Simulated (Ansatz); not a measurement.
# CH₄ (singlet): wave-function methods side by side, cc-pVDZ

Aim: climb from Hartree-Fock through coupled cluster and multireference methods for CH₄ (singlet) at one geometry and basis, and see what each rung misses.

Method: cc-pVDZ, core rule «outside noble gas», up to 1 orbitals frozen; program: Ansatz 0.2.0, Gaussian basis.

The runs, in order: UHF; CCSD(T) on RHF; BCCD(T) on RHF; CISD; CCSDT(Q) on RHF; CISDTQ; CCSDTQ on RHF; CASSCF and MRCISD+Q, 8 electrons in 8 orbitals; CASSCF and NEVPT4(SD), 8 electrons in 8 orbitals; CASSCF and NEVPT2, 8 electrons in 8 orbitals; Full CI.

9 further runs of the same task are left out: 9 set aside as unsound or not needed.

## (1) The system

The geometry is an MP2(full)/6-31G* stationary point (not a proven minimum).

5 atoms, charge 0, spin multiplicity 1.

Atoms are counted from 1 here; the program's logs count them from 0.

Bond lengths: C1–H2 1.090 Å, C1–H3 1.090 Å, C1–H4 1.090 Å, C1–H5 1.090 Å. Angles: H2–C1–H3 109.5°, H2–C1–H4 109.5°, H2–C1–H5 109.5°, H3–C1–H4 109.5°, H3–C1–H5 109.5°, H4–C1–H5 109.5°.

## (2) UHF

in.yaml reads:

```yaml
crystal:
  periodic: [false, false, false]
  atoms:
    - {symbol: C, position_ang: [0.000000, 0.000000, 0.000000]}
    - {symbol: H, position_ang: [0.629118, 0.629118, 0.629118]}
    - {symbol: H, position_ang: [-0.629118, -0.629118, 0.629118]}
    - {symbol: H, position_ang: [0.629118, -0.629118, -0.629118]}
    - {symbol: H, position_ang: [-0.629118, 0.629118, -0.629118]}
basis:
  gaussian: {orbitals: cc-pVDZ}
magnetization: {spin_polarized: true, initial_magnetization: 0}
hamiltonian: {xc: hf}
output: {orbitals: {seedname: orbitals}}
```

Command:

```
$ ansatz run in.yaml --threads 1 --pin off --events-out ev --progress --plain --max-ram 2764MiB --backend cpu
```

After this run come: CCSD(T) on RHF; BCCD(T) on RHF; CISD; CCSDT(Q) on RHF; CISDTQ; CCSDTQ on RHF; CASSCF and MRCISD+Q, 8 electrons in 8 orbitals; CASSCF and NEVPT4(SD), 8 electrons in 8 orbitals; CASSCF and NEVPT2, 8 electrons in 8 orbitals; Full CI.

Before running them: what should the planned runs give, taken together? Wanted: FCI below the RHF energy; RMP2 from FCI; RCCSD from FCI; RCCSD(T) from FCI; RCCSDT(Q) from FCI; NEVPT2 valence from FCI; NEVPT4(SD) valence from FCI; MRCISD+Q valence from FCI; T1 diagnostic.

As calculated:

| quantity | value |
| --- | --- |
| FCI below the RHF energy | -5.1418 eV |
| RMP2 from FCI | +755.1 meV |
| RCCSD from FCI | +115.8 meV |
| RCCSD(T) from FCI | +15.0 meV |
| RCCSDT(Q) from FCI | +0.3 meV |
| NEVPT2 valence from FCI | +753.1 meV |
| NEVPT4(SD) valence from FCI | +80.5 meV |
| MRCISD+Q valence from FCI | -3.9 meV |
| levels within 1 kcal/mol (43 meV) | RCCSD(T), BCCD(T), RCCSDT, CISDTQ, RCCSDT(Q), RCCSDTQ, MRCISD+Q valence |
| T1 diagnostic | 0.005 |
| effectively unpaired electrons | 0.03 |

RCCSD(T) lands +15.0 meV from the yardstick (0.3 % of the correlation energy). MRCISD+Q valence falls below full CI: the +Q correction isn't variational, and the cores differ from full CI's. One determinant dominates. Of the multireference levels listed MRCISD+Q valence comes nearest in total energy (-3.9 meV), which doesn't show that its space is the better one. These misses are within one basis, not against nature.
